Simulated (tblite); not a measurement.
Compound: phosphorus pentafluoride, PF₅.
InChI=1S/F5P/c1-6(2,3,4)5

Computed values, GFN2-xTB/tblite, gas phase, harmonic and unscaled. This tight-binding method is rough: wavenumbers can miss measured ones by several per cent, in bad cases by 10 to 20.

Harmonic wavenumbers (cm⁻¹): 118.5, 121.4, 414.4, 415.8, 417.9, 418.5, 469.9, 567.5, 695.6, 845.6, 873.5, 873.8.

A = 3647, B = 3063, C = 3055 MHz; mass 125.966 u (most abundant isotopes); point group D3h, symmetry number 6.

**Question.** Zero-point energy?

**Answer.** ½Σν̃ = 3116 cm⁻¹ = 8.91 kcal/mol.

**Question.** Give the ideal-gas entropy at 400 K and 1 bar in the rigid-rotor, harmonic-oscillator model (classical rotation).

**Answer.** Translation 41.89, rotation 23.96, vibration 16.58: S = 82.4 cal/(mol K).

**Question.** And Cp and H(400 K) − H(0)?

**Answer.** Cp = 25.50 cal/(mol K), of which vibrations give 17.55 (their classical limit is 12 R = 23.8); H(400 K) − H(0) = 6.89 kcal/mol without the zero-point energy, 3.71 from vibrations.

**Question.** Which modes carry the vibrational entropy at 400 K?

**Answer.** 118.5 cm⁻¹: 3.70; 121.4 cm⁻¹: 3.65; 414.4 cm⁻¹: 1.37; 415.8 cm⁻¹: 1.36; 417.9 cm⁻¹: 1.35; 418.5 cm⁻¹: 1.35 cal/(mol K); the other 6 give 3.80 together.

**Question.** What must be added to the electronic energy to get the Gibbs energy at 400 K and 1 bar?

**Answer.** ZPE + [H(400 K) − H(0)] − T·S = 8.91 + 6.89 − 32.97 = -17.17 kcal/mol.

**Question.** Blend soft modes into free rotors: weight 1/[1 + (100 cm⁻¹/ν̃)⁴] for the oscillator and the rest for a rotor with moment μB/(μ + B), μ = h/(8π²ν), B = 10⁻⁴⁴ kg m². What vibrational entropy results?

**Answer.** 16.13 cal/(mol K) in place of 16.58, which changes −T·S at 400 K by +0.18 kcal/mol.

Hindered rotation and anharmonicity are outside this model.
